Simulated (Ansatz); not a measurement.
Born–Oppenheimer molecular dynamics of AlH₅OSi (8 atoms, charge 0, multiplicity 1). It starts from a relaxed structure.

Level of theory: RKS B3LYP/6-31G* in Ansatz.

```yaml
ensemble: NVT, Langevin thermostat
time_step: 0.5 fs
steps_asked: 250
set_temperature: 300 K
friction: 0.001 /fs
seed: 97997
```

Frames 5 fs apart, positions in Å.

Velocities at 10.0 fs (Å/ps):

```
Al 3.17 2.65 0.59
O -4.73 -5.42 -4.32
Si -0.21 0.86 1.86
H 6.78 0.26 11.02
H 0.00 9.54 -3.52
H 1.41 -5.64 -6.76
H -8.41 -20.75 8.14
H 5.40 15.53 3.65
```

```xyz
8
Properties=species:S:1:pos:R:3 time_fs=10.0 energy_less_start_eV=0.144 T=147
Al 0.030 0.034 -0.190
O -0.630 -0.244 1.378
Si -1.396 -0.419 2.810
H -2.608 -1.235 2.685
H -0.472 -1.046 3.757
H -1.767 0.811 3.505
H 1.609 0.032 -0.250
H -1.078 -0.083 -1.302
8
Properties=species:S:1:pos:R:3 time_fs=15.0 energy_less_start_eV=0.100 T=199
Al 0.043 0.044 -0.182
O -0.652 -0.268 1.355
Si -1.395 -0.417 2.820
H -2.619 -1.260 2.726
H -0.440 -1.048 3.774
H -1.786 0.869 3.460
H 1.593 -0.042 -0.234
H -1.040 0.029 -1.331
8
Properties=species:S:1:pos:R:3 time_fs=20.0 energy_less_start_eV=0.075 T=223
Al 0.051 0.047 -0.169
O -0.678 -0.286 1.333
Si -1.394 -0.419 2.829
H -2.630 -1.291 2.761
H -0.426 -1.076 3.789
H -1.811 0.956 3.361
H 1.641 -0.069 -0.261
H -0.964 0.194 -1.421
8
Properties=species:S:1:pos:R:3 time_fs=25.0 energy_less_start_eV=0.063 T=212
Al 0.055 0.048 -0.158
O -0.709 -0.301 1.320
Si -1.392 -0.420 2.834
H -2.575 -1.277 2.799
H -0.468 -1.061 3.779
H -1.791 0.938 3.222
H 1.652 -0.050 -0.291
H -0.812 0.381 -1.456
8
Properties=species:S:1:pos:R:3 time_fs=30.0 energy_less_start_eV=0.093 T=187
Al 0.059 0.047 -0.149
O -0.743 -0.317 1.315
Si -1.385 -0.421 2.832
H -2.594 -1.301 2.822
H -0.449 -1.022 3.822
H -1.785 0.962 3.165
H 1.615 -0.020 -0.277
H -0.674 0.564 -1.438
8
Properties=species:S:1:pos:R:3 time_fs=35.0 energy_less_start_eV=0.123 T=158
Al 0.062 0.046 -0.140
O -0.775 -0.332 1.310
Si -1.380 -0.424 2.827
H -2.603 -1.320 2.833
H -0.406 -0.940 3.856
H -1.796 0.998 3.196
H 1.639 -0.022 -0.209
H -0.616 0.736 -1.413
8
Properties=species:S:1:pos:R:3 time_fs=40.0 energy_less_start_eV=0.109 T=168
Al 0.066 0.050 -0.130
O -0.803 -0.347 1.297
Si -1.379 -0.425 2.823
H -2.540 -1.304 2.862
H -0.386 -0.841 3.820
H -1.794 0.922 3.256
H 1.683 -0.078 -0.109
H -0.631 0.845 -1.341
8
Properties=species:S:1:pos:R:3 time_fs=45.0 energy_less_start_eV=0.074 T=205
Al 0.072 0.061 -0.118
O -0.824 -0.362 1.273
Si -1.378 -0.423 2.819
H -2.539 -1.360 2.905
H -0.305 -0.820 3.783
H -1.830 0.888 3.337
H 1.645 -0.173 -0.019
H -0.662 0.884 -1.219
8
Properties=species:S:1:pos:R:3 time_fs=50.0 energy_less_start_eV=0.112 T=163
Al 0.083 0.076 -0.102
O -0.847 -0.377 1.250
Si -1.377 -0.420 2.816
H -2.511 -1.423 2.947
H -0.245 -0.839 3.722
H -1.886 0.901 3.373
H 1.589 -0.296 0.021
H -0.723 0.913 -1.161
8
Properties=species:S:1:pos:R:3 time_fs=55.0 energy_less_start_eV=0.119 T=138
Al 0.093 0.092 -0.083
O -0.874 -0.390 1.234
Si -1.375 -0.420 2.814
H -2.411 -1.431 2.978
H -0.231 -0.847 3.637
H -1.898 0.863 3.320
H 1.608 -0.416 0.001
H -0.745 0.931 -1.170
8
Properties=species:S:1:pos:R:3 time_fs=60.0 energy_less_start_eV=0.090 T=159
Al 0.099 0.106 -0.065
O -0.904 -0.400 1.228
Si -1.369 -0.423 2.809
H -2.394 -1.492 3.014
H -0.188 -0.838 3.627
H -1.908 0.886 3.248
H 1.593 -0.488 -0.084
H -0.668 0.918 -1.171
8
Properties=species:S:1:pos:R:3 time_fs=65.0 energy_less_start_eV=0.104 T=139
Al 0.105 0.114 -0.045
O -0.930 -0.402 1.220
Si -1.360 -0.432 2.802
H -2.401 -1.516 3.050
H -0.157 -0.775 3.650
H -1.911 0.925 3.190
H 1.530 -0.497 -0.175
H -0.559 0.943 -1.209
```

Of the whole run (125 fs, mean temperature of the second half 108 K): The mean temperature of the second half is 64 % below the set value. A run of 0.12 ps of so small a system gives no equilibrium averages.

The run took 7.9 min on 1 thread of Arm Neoverse V2, with other jobs on the host, peak memory 0.11 GiB.
